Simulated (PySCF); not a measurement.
MgP at r²SCAN

Level: r²SCAN. PySCF, spin-free X2C with a Gaussian nucleus, basis sets Mg x2c-SVPall, P x2c-SVPall.

| Item | Value |
| --- | --- |
| state | ⁴Σ⁻ (quartet), unpaired electrons σ ↑, π ↑↑ |
| bond length | 2.571 Å |
| harmonic wavenumber | 300 cm⁻¹ |
| force constant | 0.718 mdyn/Å |
| rotational constant Be | 0.1887 cm⁻¹ |
| anharmonicity ωexe | 2.38 cm⁻¹ |
| vibration–rotation constant αe | 0.00177 cm⁻¹ |
| well depth De to Mg + P | 91 kJ/mol |
| dissociation energy D0 | 89 kJ/mol |
| bond order (Mayer) | 1.05 |
| dipole moment (positive dipole means Mg(−)P(+)) | -1.79 D |

The state was picked by a PBE0 search and need not be the measured ground state.
